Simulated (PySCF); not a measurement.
BH₆P.
SMILES: `[BH3-][PH3+]`

Jobs on this species (8 atoms, 26 electrons) with PySCF (density fitting). Hardware of each: one thread, Arm Neoverse V2 (aarch64), no GPU (shared host). The host was shared with other jobs, so the times are rough. Peak memory is the resident size of the whole Python process, interpreter and libraries included.

Task: Rank these jobs by wall time, shortest first.
A. PBE0/6-31G*; shieldings, charges and field gradients; 44 basis functions
B. WP04/pcSseg-2; shieldings; 163 basis functions
C. PBE0/STO-3G; shieldings, charges and field gradients; 20 basis functions
D. LC-wPBE/pcSseg-2; shieldings; 163 basis functions

Result: C (0.82 s), A (1.7 s), B (5.9 s), D (9.9 s).

All jobs:

```csv
level and settings,work,basis functions,SCF cycles,wall time,peak memory
PBE0/STO-3G,"shieldings, charges and field gradients",20,9,0.82 s,0.42 GiB
PBE0/6-31G,"shieldings, charges and field gradients",34,10,1.5 s,0.42 GiB
PBE0/6-31G*,"shieldings, charges and field gradients",44,10,1.7 s,0.42 GiB
PBE0/def2-SVP,"shieldings, charges and field gradients",62,10,2.0 s,0.42 GiB
"PBE0-D3(BJ)/def2-SVP, grid level 1",geometry optimisation from a GFN2-xTB start shaken at random,62,31,4.7 s,0.29 GiB
B97-2/pcSseg-2,shieldings,163,10,5.4 s,0.64 GiB
BHandHLYP/pcSseg-2,shieldings,163,10,5.5 s,0.64 GiB
WP04/pcSseg-2,shieldings,163,12,5.9 s,0.64 GiB
LC-wPBE/pcSseg-2,shieldings,163,12,9.9 s,0.69 GiB
```

Task: What do all jobs in the table cost together?

Result: About 37 s; the longest takes about 26 % of that, and about 12 times as long as the shortest.
